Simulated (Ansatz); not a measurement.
The input, for Ansatz 0.2.0:

```yaml
crystal:
  periodic: [false, false, false]
  atoms:
    - {symbol: O, position_ang: [0.000000, -0.058177, -0.009145]}
    - {symbol: H, position_ang: [0.000000, 0.404269, -0.666838]}
    - {symbol: H, position_ang: [0.000000, 0.519194, 0.811995]}
basis:
  gaussian: {orbitals: def2-mTZVP}
total_charge: 1
magnetization: {spin_polarized: true, initial_magnetization: 1}
hamiltonian: {xc: {name: PBE}}
correlation: {method: ccsdt_q, electrons: all}
output: {forces: true}
```

```sh
$ ansatz run in.yaml --threads 1 --pin off --events-out ev --progress --plain --max-ram 2393MiB
```

The program prints:

```
449 factors; integrals over basis functions are off by at most 2.2e-7 eV
mean field evaluation 1: about -2054.8748 eV, gradient 5.6e1 eV
mean field evaluation 2: about -2054.8702 eV, gradient 5.6e1 eV
mean field evaluation 4: about -2064.0928 eV, gradient 4.2e0 eV
mean field evaluation 8: about -2064.1645 eV, gradient 1.2e-2 eV
mean field -2064.16451787 eV, -75.8566468909 hartree, gradient 5.2e-6 eV, S^2 0.751956; 0 other end points of the search recorded, 0 dependent functions left out
reference -2057.22786977 eV, -75.6017297749 hartree; 5, 4 occupied and 25, 26 virtual orbitals, 449 factors
second order -4.60295481 eV of doubles, -0.16328007 eV of singles
cycle   1  -4.98644472 eV  change   -2.2e-1 eV  update   3.3e-2
cycle   2  -5.12417605 eV  change   -1.4e-1 eV  update   1.3e-2
cycle   3  -5.16842712 eV  change   -4.4e-2 eV  update   5.8e-3
cycle   4  -5.16341308 eV  change    5.0e-3 eV  update   2.3e-3
cycle   5  -5.16456619 eV  change   -1.2e-3 eV  update   1.0e-3
cycle   6  -5.16561008 eV  change   -1.0e-3 eV  update   4.1e-4
cycle   7  -5.16560897 eV  change    1.1e-6 eV  update   1.6e-4
cycle   8  -5.16552882 eV  change    8.0e-5 eV  update   7.4e-5
cycle   9  -5.16553986 eV  change   -1.1e-5 eV  update   2.7e-5
cycle  10  -5.16552879 eV  change    1.1e-5 eV  update   1.2e-5
cycle  11  -5.16554795 eV  change   -1.9e-5 eV  update   5.3e-6
cycle  12  -5.16554509 eV  change    2.9e-6 eV  update   1.8e-6
cycle  13  -5.16554554 eV  change   -4.6e-7 eV  update   7.5e-7
perturbative correction -0.00435748 eV, -0.0001601345 hartree
the calculation of the forces begins
mean field evaluation 16: about -2057.2283 eV, gradient 1.2e1 eV
Total energy: -2062.39777280 eV, -75.7917202069 hartree
Atom 0 at     0.000000    -0.058177    -0.009145 Å, force     0.000000    -9.979002    14.153671 eV/Å
Atom 1 at     0.000000     0.404269    -0.666838 Å, force    -0.000000     9.947382   -14.405571 eV/Å
Atom 2 at     0.000000     0.519194     0.811995 Å, force    -0.000000     0.031620     0.251900 eV/Å
Dipole moment:    -0.000000     0.412352     0.072624 e Å
```

Forces (eV/Å):
```
O     0.000  -9.979  14.154
H     0.000   9.947 -14.406
H     0.000   0.032   0.252
```

Ran on 1 thread of AMD EPYC 9B45, shared host: 30 s wall, 0.75 GiB peak host memory.
